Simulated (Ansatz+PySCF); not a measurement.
# doublet SO₂(+): levels of theory in one basis

```tsv
atom	x (Å)	y (Å)	z (Å)
S	0.0000	-0.3875	0.0000
O	0.0000	0.1938	1.3032
O	0.0000	0.1938	-1.3032
```

Basis set: cc-pVTZ on O; cc-pV(T+d)Z on S (spherical functions). Frozen core: 7 orbitals. Correlation on ROHF uses semicanonical orbitals with singles. Charge 1, multiplicity 2.

Computed with Ansatz (development build ahead of 0.2.0); each method stands on the lowest determinant of its kind that the runs found.

```json
{"method": "ROHF", "E − E(ROHF) (eV)": "0.00", "<S²> of the determinant": "0.75"}
{"method": "UHF", "E − E(ROHF) (eV)": "-0.36", "<S²> of the determinant": "0.96"}
{"method": "ROHF-MP2", "E − E(ROHF) (eV)": "-16.92", "<S²> of the determinant": "–"}
{"method": "UHF-MP2", "E − E(ROHF) (eV)": "-16.71", "<S²> of the determinant": "0.96"}
```

The restricted and unrestricted rows may stand on different electronic states: another unrestricted solution lies nearer the restricted one.

Caution: the determinant breaks the point group. Caution for UHF, UHF-MP2: the unrestricted determinant is spin contaminated. Caution for ROHF-MP2, UHF-MP2: forces differ strongly between restricted and unrestricted references; MP2 forces lie far from those of the mean fields; another reference gives a lower total.
